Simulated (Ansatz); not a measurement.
All values below come from frozen-core CCSD(T)/def2-TZVPP // B3LYP-D3(BJ)/def2-SVP (Ansatz, a program for electronic structure).

Ansatz 0.2 input:
```yaml
crystal:
  periodic: [false, false, false]
  atoms:
    - { symbol: C, position_ang: [-1.158139, 0.027096, -0.160723] }
    - { symbol: O, position_ang: [0.039227, -0.521312, -0.634982] }
    - { symbol: C, position_ang: [1.163068, -0.092597, 0.08094] }
    - { symbol: H, position_ang: [-1.979544, -0.363772, -0.779389] }
    - { symbol: H, position_ang: [-1.164553, 1.135475, -0.226463] }
    - { symbol: H, position_ang: [-1.35287, -0.247546, 0.897349] }
    - { symbol: H, position_ang: [2.049924, -0.571552, -0.359877] }
    - { symbol: H, position_ang: [1.107286, -0.374404, 1.153478] }
    - { symbol: H, position_ang: [1.295603, 1.008616, 0.029666] }
basis:
  gaussian: { orbitals: def2-TZVPP }
correlation:
  method: ccsd_t
```

Output:

```
Functional definition: HF
1042 factors; integrals over basis functions are off by at most 9.3e-4 eV
mean field evaluation 1: about -4192.2384 eV, gradient 2.8e1 eV
mean field evaluation 2: about -4192.2418 eV, gradient 2.8e1 eV
mean field evaluation 4: about -4194.0872 eV, gradient 4.0e0 eV
mean field evaluation 8: about -4194.1226 eV, gradient 8.1e-5 eV
mean field evaluation 16: about -4194.1192 eV, gradient 1.6e-1 eV
mean field -4194.12262538 eV, -154.1311636042 hartree, gradient 9.8e-7 eV, S^2 0.000000; 0 other end points of the search recorded, 0 dependent functions left out
3 core orbitals not correlated
reference -4194.12262538 eV, -154.1311636042 hartree; 10, 10 occupied and 164, 164 virtual orbitals, 1042 factors
second order -16.23582726 eV of doubles, -0.00000000 eV of singles
cycle   1  -16.60515525 eV  change   -3.7e-1 eV  update   7.9e-2
cycle   2  -16.99531131 eV  change   -3.9e-1 eV  update   2.2e-2
cycle   3  -17.07377203 eV  change   -7.8e-2 eV  update   1.0e-2
cycle   4  -17.06954599 eV  change    4.2e-3 eV  update   2.1e-3
cycle   5  -17.06979536 eV  change   -2.5e-4 eV  update   8.5e-4
cycle   6  -17.07018111 eV  change   -3.9e-4 eV  update   2.4e-4
cycle   7  -17.07008600 eV  change    9.5e-5 eV  update   9.1e-5
cycle   8  -17.07006807 eV  change    1.8e-5 eV  update   2.9e-5
cycle   9  -17.07007356 eV  change   -5.5e-6 eV  update   8.4e-6
perturbative correction -0.60511303 eV, -0.0222374938 hartree
Total energy: -4211.79781197 eV, -154.7807147310 hartree
```

Cost: very roughly 29 core-seconds.
